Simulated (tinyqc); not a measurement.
RKS/PBE in the sto-3g basis, for H2F+, spin multiplicity 1, step by step (part 1 of 2). Computed by tinyqc, a small Python program that keeps every step (integrals from PySCF). Settings: charge = 1, multiplicity = 1, basis = sto-3g, energy threshold = 1e-08, iteration cap = 50, orthogonalisation = symmetric, start = core, DIIS depth = 8, method = RKS, functional = pbe,pbe, grid = [30, 86]. Command: `OMP_NUM_THREADS=1 python tinyqc.py 27856 27857 out.jsonl` (the two numbers bound the seeds that draw the settings). One thread of a shared host (Intel(R) Xeon(R) Processor @ 2.60GHz), about 0.7 s of CPU time with the checks. Later iterations appear only in the table of the cycle.

## One-electron integrals

Geometry (angstrom):
```
atom         x          y         z
F     0.000000   0.000000  0.000000
H     0.000000   0.783000  0.652000
H     0.000000  -0.783000  0.652000
```

Basis sto-3g: exponents (1/bohr^2) and contraction coefficients of normalised primitives:
```
element  l (shell)    exponent  coefficient
F            s (1)  166.679130     0.154329
F            s (1)   30.360812     0.535328
F            s (1)    8.216821     0.444635
F            s (2)    6.464803    -0.099967
F            s (2)    1.502281     0.399513
F            s (2)    0.488588     0.700115
F            p (3)    6.464803     0.155916
F            p (3)    1.502281     0.607684
F            p (3)    0.488588     0.391957
H            s (1)    3.425251     0.154329
H            s (1)    0.623914     0.535328
H            s (1)    0.168855     0.444635
```

Overlap, kinetic and nuclear-attraction integrals over the contracted functions; the nuclear repulsion is the sum of Za Zb / Rab.

nuclear repulsion = 9.68625843 hartree

overlap S:
```
           1F 1s     1F 2s    1F 2px     1F 2py    1F 2pz     2H 1s      3H 1s
1F 1s   1.000000  0.237990  0.000000   0.000000  0.000000  0.038773   0.038773
1F 2s   0.237990  1.000000  0.000000   0.000000  0.000000  0.383470   0.383470
1F 2px  0.000000  0.000000  1.000000   0.000000  0.000000  0.000000   0.000000
1F 2py  0.000000  0.000000  0.000000   1.000000  0.000000  0.240304  -0.240304
1F 2pz  0.000000  0.000000  0.000000   0.000000  1.000000  0.200100   0.200100
2H 1s   0.038773  0.383470  0.000000   0.240304  0.200100  1.000000   0.233427
3H 1s   0.038773  0.383470  0.000000  -0.240304  0.200100  0.233427   1.000000
```

kinetic energy T (hartree):
```
            1F 1s      1F 2s    1F 2px     1F 2py    1F 2pz      2H 1s      3H 1s
1F 1s   36.984577  -0.212858  0.000000   0.000000  0.000000  -0.005462  -0.005462
1F 2s   -0.212858   1.037995  0.000000   0.000000  0.000000   0.080540   0.080540
1F 2px   0.000000   0.000000  3.248015   0.000000  0.000000   0.000000   0.000000
1F 2py   0.000000   0.000000  0.000000   3.248015  0.000000   0.154124  -0.154124
1F 2pz   0.000000   0.000000  0.000000   0.000000  3.248015   0.128338   0.128338
2H 1s   -0.005462   0.080540  0.000000   0.154124  0.128338   0.760032   0.004612
3H 1s   -0.005462   0.080540  0.000000  -0.154124  0.128338   0.004612   0.760032
```

nuclear attraction V (hartree):
```
             1F 1s       1F 2s      1F 2px      1F 2py      1F 2pz      2H 1s      3H 1s
1F 1s   -78.048284   -9.424010    0.000000    0.000000   -0.015608  -1.577136  -1.577136
1F 2s    -9.424010  -12.576225    0.000000    0.000000   -0.190742  -3.658770  -3.658770
1F 2px    0.000000    0.000000  -12.422998    0.000000    0.000000   0.000000   0.000000
1F 2py    0.000000    0.000000    0.000000  -12.529401    0.000000  -1.983739   1.983739
1F 2pz   -0.015608   -0.190742    0.000000    0.000000  -12.496776  -1.710339  -1.710339
2H 1s    -1.577136   -3.658770    0.000000   -1.983739   -1.710339  -6.104321  -1.574070
3H 1s    -1.577136   -3.658770    0.000000    1.983739   -1.710339  -1.574070  -6.104321
```

core Hamiltonian H = T + V (hartree):
```
             1F 1s       1F 2s     1F 2px     1F 2py     1F 2pz      2H 1s      3H 1s
1F 1s   -41.063708   -9.636867   0.000000   0.000000  -0.015608  -1.582598  -1.582598
1F 2s    -9.636867  -11.538230   0.000000   0.000000  -0.190742  -3.578230  -3.578230
1F 2px    0.000000    0.000000  -9.174983   0.000000   0.000000   0.000000   0.000000
1F 2py    0.000000    0.000000   0.000000  -9.281386   0.000000  -1.829616   1.829616
1F 2pz   -0.015608   -0.190742   0.000000   0.000000  -9.248761  -1.582001  -1.582001
2H 1s    -1.582598   -3.578230   0.000000  -1.829616  -1.582001  -5.344289  -1.569458
3H 1s    -1.582598   -3.578230   0.000000   1.829616  -1.582001  -1.569458  -5.344289
```

## Two-electron integrals

Functions are numbered as in S; the eight-fold symmetry (ij|kl) = (ji|kl) = (kl|ij) leaves the list below.

Two-electron integrals (ij|kl) in chemists' order, unique and non-zero (hartree):
```
(11|11) 5.403501    (21|11) 0.841920    (21|21) 0.156299    (22|11) 1.268028
(22|21) 0.292344    (22|22) 0.926167    (31|31) 0.027998    (32|31) 0.043169
(32|32) 0.204588    (33|11) 1.264502    (33|21) 0.292403    (33|22) 0.925959
(33|33) 0.997514    (41|41) 0.027998    (42|41) 0.043169    (42|42) 0.204588
(43|43) 0.053770    (44|11) 1.264502    (44|21) 0.292403    (44|22) 0.925959
(44|33) 0.889973    (44|44) 0.997514    (51|51) 0.027998    (52|51) 0.043169
(52|52) 0.204588    (53|53) 0.053770    (54|54) 0.053770    (55|11) 1.264502
(55|21) 0.292403    (55|22) 0.925959    (55|33) 0.889973    (55|44) 0.889973
(55|55) 0.997514    (61|11) 0.139168    (61|21) 0.025617    (61|22) 0.047609
(61|33) 0.047536    (61|41) 0.000809    (61|42) 0.001516    (61|44) 0.047670
(61|51) 0.000674    (61|52) 0.001263    (61|54) 0.000111    (61|55) 0.047629
(61|61) 0.004242    (62|11) 0.351036    (62|21) 0.082012    (62|22) 0.289710
(62|33) 0.285481    (62|41) 0.004297    (62|42) 0.033470    (62|44) 0.292806
(62|51) 0.003578    (62|52) 0.027871    (62|54) 0.006100    (62|55) 0.290560
(62|61) 0.013638    (62|62) 0.111374    (63|31) 0.008602    (63|32) 0.050907
(63|43) 0.007055    (63|53) 0.005874    (63|63) 0.016542    (64|11) 0.183115
(64|21) 0.043331    (64|22) 0.163855    (64|33) 0.156838    (64|41) 0.010588
(64|42) 0.068867    (64|44) 0.174936    (64|51) 0.001653    (64|52) 0.014955
(64|54) 0.009196    (64|55) 0.159604    (64|61) 0.007510    (64|62) 0.077238
(64|64) 0.069700    (65|11) 0.152479    (65|21) 0.036082    (65|22) 0.136441
(65|33) 0.130599    (65|41) 0.001653    (65|42) 0.014955    (65|44) 0.133920
(65|51) 0.009979    (65|52) 0.063360    (65|54) 0.009820    (65|55) 0.144650
(65|61) 0.006253    (65|62) 0.064316    (65|64) 0.044264    (65|65) 0.053401
(66|11) 0.504102    (66|21) 0.119708    (66|22) 0.487636    (66|33) 0.470919
(66|41) 0.007912    (66|42) 0.086709    (66|44) 0.500204    (66|51) 0.006588
(66|52) 0.072202    (66|54) 0.024385    (66|55) 0.491225    (66|61) 0.020035
(66|62) 0.239849    (66|64) 0.193273    (66|65) 0.160938    (66|66) 0.774606
(71|11) 0.139168    (71|21) 0.025617    (71|22) 0.047609    (71|33) 0.047536
(71|41) -0.000809   (71|42) -0.001516   (71|44) 0.047670    (71|51) 0.000674
(71|52) 0.001263    (71|54) -0.000111   (71|55) 0.047629    (71|61) 0.004193
(71|62) 0.013306    (71|64) 0.006723    (71|65) 0.006106    (71|66) 0.019401
(71|71) 0.004242    (72|11) 0.351036    (72|21) 0.082012    (72|22) 0.289710
(72|33) 0.285481    (72|41) -0.004297   (72|42) -0.033470   (72|44) 0.292806
(72|51) 0.003578    (72|52) 0.027871    (72|54) -0.006100   (72|55) 0.290560
(72|61) 0.013306    (72|62) 0.093119    (72|64) 0.044136    (72|65) 0.052314
(72|66) 0.166550    (72|71) 0.013638    (72|72) 0.111374    (73|31) 0.008602
(73|32) 0.050907    (73|43) -0.007055   (73|53) 0.005874    (73|63) 0.013452
(73|73) 0.016542    (74|11) -0.183115   (74|21) -0.043331   (74|22) -0.163855
(74|33) -0.156838   (74|41) 0.010588    (74|42) 0.068867    (74|44) -0.174936
(74|51) -0.001653   (74|52) -0.014955   (74|54) 0.009196    (74|55) -0.159604
(74|61) -0.006723   (74|62) -0.044136   (74|64) -0.007769   (74|65) -0.024267
(74|66) -0.070179   (74|71) -0.007510   (74|72) -0.077238   (74|74) 0.069700
(75|11) 0.152479    (75|21) 0.036082    (75|22) 0.136441    (75|33) 0.130599
(75|41) -0.001653   (75|42) -0.014955   (75|44) 0.133920    (75|51) 0.009979
(75|52) 0.063360    (75|54) -0.009820   (75|55) 0.144650    (75|61) 0.006106
(75|62) 0.052314    (75|64) 0.024267    (75|65) 0.042492    (75|66) 0.103804
(75|71) 0.006253    (75|72) 0.064316    (75|74) -0.044264   (75|75) 0.053401
(76|11) 0.141619    (76|21) 0.033457    (76|22) 0.130395    (76|33) 0.127641
(76|44) 0.129737    (76|51) 0.002232    (76|52) 0.021583    (76|55) 0.133667
(76|61) 0.005522    (76|62) 0.051643    (76|64) 0.031151    (76|65) 0.034034
(76|66) 0.122848    (76|71) 0.005522    (76|72) 0.051643    (76|74) -0.031151
(76|75) 0.034034    (76|76) 0.030485    (77|11) 0.504102    (77|21) 0.119708
(77|22) 0.487636    (77|33) 0.470919    (77|41) -0.007912   (77|42) -0.086709
(77|44) 0.500204    (77|51) 0.006588    (77|52) 0.072202    (77|54) -0.024385
(77|55) 0.491225    (77|61) 0.019401    (77|62) 0.166550    (77|64) 0.070179
(77|65) 0.103804    (77|66) 0.332566    (77|71) 0.020035    (77|72) 0.239849
(77|74) -0.193273   (77|75) 0.160938    (77|76) 0.122848    (77|77) 0.774606
```

## Orthogonalisation

S = U s U^T; symmetric (Loewdin) form X = U s^(-1/2) U^T, so that X^T S X = 1.

eigenvalues of S: 0.460886  0.523962  0.891919  1.000000  1.099676  1.242611  1.780946

X:
```
            1F 1s      1F 2s    1F 2px     1F 2py     1F 2pz      2H 1s      3H 1s
1F 1s    1.023736  -0.136395  0.000000   0.000000  -0.006596   0.017512   0.017512
1F 2s   -0.136395   1.148319  0.000000   0.000000   0.064343  -0.209149  -0.209149
1F 2px   0.000000   0.000000  1.000000   0.000000   0.000000   0.000000   0.000000
1F 2py   0.000000   0.000000  0.000000   1.060618   0.000000  -0.161980   0.161980
1F 2pz  -0.006596   0.064343  0.000000   0.000000   1.032819  -0.107090  -0.107090
2H 1s    0.017512  -0.209149  0.000000  -0.161980  -0.107090   1.123942  -0.094021
3H 1s    0.017512  -0.209149  0.000000   0.161980  -0.107090  -0.094021   1.123942
```

## Starting guess

The start is the orbitals of the core Hamiltonian; D = 2 C_occ C_occ^T.

D at the start:
```
            1F 1s      1F 2s    1F 2px     1F 2py     1F 2pz      2H 1s      3H 1s
1F 1s    2.130390  -0.567448  0.000000   0.000000  -0.034402   0.061441   0.061441
1F 2s   -0.567448   2.465893  0.000000   0.000000   0.200320  -0.263699  -0.263699
1F 2px   0.000000   0.000000  2.000000   0.000000   0.000000   0.000000   0.000000
1F 2py   0.000000   0.000000  0.000000   2.212284   0.000000  -0.275619   0.275619
1F 2pz  -0.034402   0.200320  0.000000   0.000000   2.112390  -0.177019  -0.177019
2H 1s    0.061441  -0.263699  0.000000  -0.275619  -0.177019   0.074089   0.005413
3H 1s    0.061441  -0.263699  0.000000   0.275619  -0.177019   0.005413   0.074089
```

## Iteration 1: exchange-correlation on the grid

Becke grid with 30 radial and 86 angular points per atom, points of zero weight dropped. rho = sum D_ij phi_i phi_j; V_xc,ij = sum w v_xc phi_i phi_j plus the gradient terms; v_xc is d(rho eps)/d rho at fixed gradient.

The 12 grid points with the largest w rho, of 7726 (bohr, atomic units):
```
x                  y          z         w       rho  |grad rho|^2     eps_xc       v_xc
-0.188420  -0.691992  -0.691992  0.029633  0.601083      3.286222  -0.704650  -0.872149
0.188420   -0.691992  -0.691992  0.029633  0.601083      3.286222  -0.704650  -0.872149
-0.188420   0.691992  -0.691992  0.029633  0.601083      3.286222  -0.704650  -0.872149
0.188420    0.691992  -0.691992  0.029633  0.601083      3.286222  -0.704650  -0.872149
-0.575386  -0.575386  -0.575386  0.029808  0.596443      3.236950  -0.703035  -0.869843
0.575386   -0.575386  -0.575386  0.029808  0.596443      3.236950  -0.703035  -0.869843
0.575386    0.575386  -0.575386  0.029808  0.596443      3.236950  -0.703035  -0.869843
-0.575386   0.575386  -0.575386  0.029808  0.596443      3.236950  -0.703035  -0.869843
-0.924176   0.000000   0.372970  0.029361  0.604462      3.417783  -0.706427  -0.872670
0.924176    0.000000   0.372970  0.029361  0.604462      3.417783  -0.706427  -0.872670
-0.691992   0.691992  -0.188420  0.029213  0.600849      3.370212  -0.705126  -0.870976
0.691992   -0.691992  -0.188420  0.029213  0.600849      3.370212  -0.705126  -0.870976
```

electrons on the grid, sum of w rho = 10.000280

E_xc = sum of w rho eps_xc = -11.49035010 hartree

V_xc (hartree):
```
            1F 1s      1F 2s     1F 2px     1F 2py     1F 2pz      2H 1s      3H 1s
1F 1s   -3.499304  -0.489873   0.000000   0.000000  -0.001032  -0.081676  -0.081676
1F 2s   -0.489873  -0.954059   0.000000   0.000000  -0.000537  -0.255645  -0.255645
1F 2px   0.000000   0.000000  -0.948007   0.000000   0.000000   0.000000   0.000000
1F 2py   0.000000   0.000000   0.000000  -0.946998   0.000000  -0.129252   0.129252
1F 2pz  -0.001032  -0.000537   0.000000   0.000000  -0.946687  -0.107074  -0.107074
2H 1s   -0.081676  -0.255645   0.000000  -0.129252  -0.107074  -0.263638  -0.086896
3H 1s   -0.081676  -0.255645   0.000000   0.129252  -0.107074  -0.086896  -0.263638
```

## Iteration 1: building the Kohn-Sham matrix

J_ij = sum D_kl (ij|kl); F = H + J + V_xc; E = tr D H + tr D J / 2 + E_xc + E_nn.

Coulomb J (hartree):
```
            1F 1s      1F 2s     1F 2px     1F 2py     1F 2pz     2H 1s      3H 1s
1F 1s   21.110776   4.051047   0.000000   0.000000   0.003872  0.664000   0.664000
1F 2s    4.051047  10.012360   0.000000   0.000000  -0.000511  3.030525   3.030525
1F 2px   0.000000   0.000000  10.005558   0.000000   0.000000  0.000000   0.000000
1F 2py   0.000000   0.000000   0.000000  10.002751   0.000000  1.679315  -1.679315
1F 2pz   0.003872  -0.000511   0.000000   0.000000  10.002385  1.396326   1.396326
2H 1s    0.664000   3.030525   0.000000   1.679315   1.396326  4.890019   1.325398
3H 1s    0.664000   3.030525   0.000000  -1.679315   1.396326  1.325398   4.890019
```

Kohn-Sham matrix F (hartree):
```
             1F 1s      1F 2s     1F 2px     1F 2py     1F 2pz      2H 1s      3H 1s
1F 1s   -23.452235  -6.075693   0.000000   0.000000  -0.012768  -1.000273  -1.000273
1F 2s    -6.075693  -2.479929   0.000000   0.000000  -0.191790  -0.803351  -0.803351
1F 2px    0.000000   0.000000  -0.117432   0.000000   0.000000   0.000000   0.000000
1F 2py    0.000000   0.000000   0.000000  -0.225633   0.000000  -0.279553   0.279553
1F 2pz   -0.012768  -0.191790   0.000000   0.000000  -0.193063  -0.292749  -0.292749
2H 1s    -1.000273  -0.803351   0.000000  -0.279553  -0.292749  -0.717908  -0.330956
3H 1s    -1.000273  -0.803351   0.000000   0.279553  -0.292749  -0.330956  -0.717908
```

total energy of this density = -97.98261310 hartree

## Iteration 1: diagonalisation and new density

Diagonalise F' = X^T F X, C = X C', fill 5 alpha and 5 beta electrons from the bottom; D = 2 C_occ C_occ^T. Each column has its largest component positive (the first on a tie).

F' = X^T F X (hartree):
```
            1          2          3          4          5          6          7
1  -22.992898  -3.228786   0.000000   0.000000  -0.023423  -0.129955  -0.129955
2   -3.228786  -1.250504   0.000000   0.000000  -0.073527  -0.295710  -0.295710
3    0.000000   0.000000  -0.117432   0.000000   0.000000   0.000000   0.000000
4    0.000000   0.000000   0.000000  -0.082015   0.000000  -0.260690   0.260690
5   -0.023423  -0.073527   0.000000   0.000000  -0.112614  -0.196392  -0.196392
6   -0.129955  -0.295710   0.000000  -0.260690  -0.196392  -0.446243  -0.080992
7   -0.129955  -0.295710   0.000000   0.260690  -0.196392  -0.080992  -0.446243
```

orbital energies (hartree): MO1 -23.464859, MO2 -1.110831, MO3 -0.618569, MO4 -0.354470, MO5 -0.117432, MO6 0.046909, MO7 0.171303

coefficients C:
```
              MO1        MO2        MO3        MO4       MO5        MO6        MO7
1F 1s    0.993609  -0.208290   0.000000  -0.180547  0.000000  -0.063664   0.000000
1F 2s    0.027398   0.714745   0.000000   0.865184  0.000000   0.410748   0.000000
1F 2px   0.000000   0.000000   0.000000   0.000000  1.000000   0.000000   0.000000
1F 2py   0.000000   0.000000   0.411837   0.000000  0.000000   0.000000   1.003880
1F 2pz   0.002762   0.186375   0.000000  -0.390977  0.000000   0.951961   0.000000
2H 1s   -0.005263   0.259875   0.618088  -0.511080  0.000000  -0.507071  -0.621226
3H 1s   -0.005263   0.259875  -0.618088  -0.511080  0.000000  -0.507071   0.621226
```

D after iteration 1:
```
            1F 1s      1F 2s    1F 2px     1F 2py     1F 2pz      2H 1s      3H 1s
1F 1s    2.126484  -0.555716  0.000000   0.000000   0.069028   0.065830   0.065830
1F 2s   -0.555716   2.520307  0.000000   0.000000  -0.409961  -0.513155  -0.513155
1F 2px   0.000000   0.000000  2.000000   0.000000   0.000000   0.000000   0.000000
1F 2py   0.000000   0.000000  0.000000   0.339220   0.000000   0.509103  -0.509103
1F 2pz   0.069028  -0.409961  0.000000   0.000000   0.375213   0.496480   0.496480
2H 1s    0.065830  -0.513155  0.000000   0.509103   0.496480   1.421595  -0.106535
3H 1s    0.065830  -0.513155  0.000000  -0.509103   0.496480  -0.106535   1.421595
```

## Iteration 2: exchange-correlation on the grid

As before.

The 12 grid points with the largest w rho, of 7726 (bohr, atomic units):
```
x                  y          z         w       rho  |grad rho|^2     eps_xc       v_xc
-0.996599   0.000000   0.000000  0.028823  0.592287      3.219807  -0.701760  -0.867428
0.996599    0.000000   0.000000  0.028823  0.592287      3.219807  -0.701760  -0.867428
-0.924176   0.000000  -0.372970  0.029513  0.570335      3.065068  -0.694514  -0.855277
0.924176    0.000000  -0.372970  0.029513  0.570335      3.065068  -0.694514  -0.855277
-0.810183   0.000000   0.000000  0.016476  0.987136      5.922981  -0.812540  -1.043114
0.810183    0.000000   0.000000  0.016476  0.987136      5.922981  -0.812540  -1.043114
-0.751307   0.000000  -0.303205  0.016862  0.954896      5.707360  -0.804573  -1.031083
0.751307    0.000000  -0.303205  0.016862  0.954896      5.707360  -0.804573  -1.031083
0.924176   -0.372970   0.000000  0.029348  0.547799      2.774634  -0.685854  -0.844390
-0.924176  -0.372970   0.000000  0.029348  0.547799      2.774634  -0.685854  -0.844390
-0.924176   0.372970   0.000000  0.029348  0.547799      2.774634  -0.685854  -0.844390
0.924176    0.372970   0.000000  0.029348  0.547799      2.774634  -0.685854  -0.844390
```

electrons on the grid, sum of w rho = 10.000110

E_xc = sum of w rho eps_xc = -10.01024624 hartree

V_xc (hartree):
```
            1F 1s      1F 2s     1F 2px     1F 2py     1F 2pz      2H 1s      3H 1s
1F 1s   -3.469233  -0.464966   0.000000   0.000000   0.002923  -0.077469  -0.077469
1F 2s   -0.464966  -0.844399   0.000000   0.000000   0.004694  -0.260016  -0.260016
1F 2px   0.000000   0.000000  -0.887897   0.000000   0.000000   0.000000   0.000000
1F 2py   0.000000   0.000000   0.000000  -0.814962   0.000000  -0.150222   0.150222
1F 2pz   0.002923   0.004694   0.000000   0.000000  -0.808210  -0.127857  -0.127857
2H 1s   -0.077469  -0.260016   0.000000  -0.150222  -0.127857  -0.523587  -0.115804
3H 1s   -0.077469  -0.260016   0.000000   0.150222  -0.127857  -0.115804  -0.523587
```

## Iteration 2: building the Kohn-Sham matrix

As before.

Coulomb J (hartree):
```
            1F 1s     1F 2s    1F 2px     1F 2py    1F 2pz     2H 1s      3H 1s
1F 1s   18.577841  3.478644  0.000000   0.000000  0.002742  0.570737   0.570737
1F 2s    3.478644  8.600369  0.000000   0.000000  0.138308  2.742230   2.742230
1F 2px   0.000000  0.000000  8.645507   0.000000  0.000000  0.000000   0.000000
1F 2py   0.000000  0.000000  0.000000   8.578171  0.000000  1.567186  -1.567186
1F 2pz   0.002742  0.138308  0.000000   0.000000  8.550361  1.354373   1.354373
2H 1s    0.570737  2.742230  0.000000   1.567186  1.354373  5.072454   1.293918
3H 1s    0.570737  2.742230  0.000000  -1.567186  1.354373  1.293918   5.072454
```

Kohn-Sham matrix F (hartree):
```
             1F 1s      1F 2s     1F 2px     1F 2py     1F 2pz      2H 1s      3H 1s
1F 1s   -25.955099  -6.623190   0.000000   0.000000  -0.009943  -1.089329  -1.089329
1F 2s    -6.623190  -3.782259   0.000000   0.000000  -0.047740  -1.096016  -1.096016
1F 2px    0.000000   0.000000  -1.417373   0.000000   0.000000   0.000000   0.000000
1F 2py    0.000000   0.000000   0.000000  -1.518177   0.000000  -0.412652   0.412652
1F 2pz   -0.009943  -0.047740   0.000000   0.000000  -1.506610  -0.355485  -0.355485
2H 1s    -1.089329  -1.096016   0.000000  -0.412652  -0.355485  -0.795423  -0.391343
3H 1s    -1.089329  -1.096016   0.000000   0.412652  -0.355485  -0.391343  -0.795423
```

total energy of this density = -98.04897511 hartree
